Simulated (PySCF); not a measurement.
Gas-phase reaction: (CH3)2Si + (CH3)2SiH2 + 2 CH2 = 2 (CH3)3Si

Computed with PySCF and rigid-rotor harmonic-oscillator thermochemistry at 1 bar. † marks an energy on the PBE0/def2-TZVP geometry and frequencies; other levels use their own. Open shells (unrestricted): CH2 (multiplicity 3), (CH3)3Si (multiplicity 2); the rest are closed-shell singlets. (CH3)2Si, (CH3)3Si: computed as isolated molecules; such fragments, hydroxides, amides, oligomers or adducts are transient or little studied in the gas.

HF/def2-TZVP† gives ΔH°(298 K) = -554 kJ.

**Question.** What do PBE/def2-SVP, ωB97X-V/def2-TZVP†, M06-2X/def2-TZVP† give?

**Answer.** PBE/def2-SVP: -817 kJ; ωB97X-V/def2-TZVP†: -808 kJ; M06-2X/def2-TZVP†: -782 kJ. For scale, ΔH°(298 K) is -554 kJ at this level, -778 kJ at ωB97M-V/def2-TZVP†, and runs from -935 to -550 kJ over the 19 levels computed.
